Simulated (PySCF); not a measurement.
HCl: mean field, correlation and small terms against distance

State: ¹Σ⁺, singlet, closed shell. RHF-based CCSD(T) in PySCF 2.14 with H aug-cc-pVTZ, Cl aug-cc-pV(T+d)Z and H aug-cc-pVQZ, Cl aug-cc-pV(Q+d)Z (frozen core orbitals: 5; no relativity). Correlation energies are extrapolated as n⁻³ (n = 3, 4), Hartree–Fock as (n+1)·exp(−9√n). CV is the change on freezing 1 orbitals instead, in H cc-pVTZ, Cl cc-pwCVTZ. SR is the spin-free X2C energy in H cc-pVTZ-DK, Cl cc-pVTZ-DK less the non-relativistic one in H cc-pVTZ, Cl cc-pVTZ. All energies in eV from H + Cl.

```tsv
R (Å)	HF/CBS	CCSD corr.	(T)	CV	SR	total
1.1310	-2.939	-1.212	-0.0588	-0.0179	0.0086	-4.219
1.1824	-3.206	-1.224	-0.0622	-0.0146	0.0096	-4.497
1.2338	-3.327	-1.238	-0.0659	-0.0118	0.0101	-4.633
1.2852	-3.337	-1.255	-0.0698	-0.0095	0.0103	-4.661
1.3367	-3.262	-1.275	-0.0741	-0.0075	0.0103	-4.608
1.4009	-3.082	-1.302	-0.0798	-0.0055	0.0100	-4.459
1.4652	-2.832	-1.333	-0.0860	-0.0040	0.0094	-4.245
```

A fit to the total gives Re = 1.2752 Å, De = 4.663 eV, ωe = 2993.4 cm⁻¹, Be = 10.58 cm⁻¹ (masses 1.0078 and 34.9689 u).

Question: At R = 1.2852 Å the CCSD correlation energy is -0.228418 hartree in the smaller basis and -0.244021 in the larger. Extrapolate it.

Answer: (4³·E4 − 3³·E3)/(4³ − 3³) = -0.25541 hartree; the larger basis holds 95.5 % of it.

The T1 diagnostic is 0.006. The open-shell atoms are computed with UHF. Spin–orbit coupling, excitations beyond (T) and corrections to the Born–Oppenheimer picture are left out.
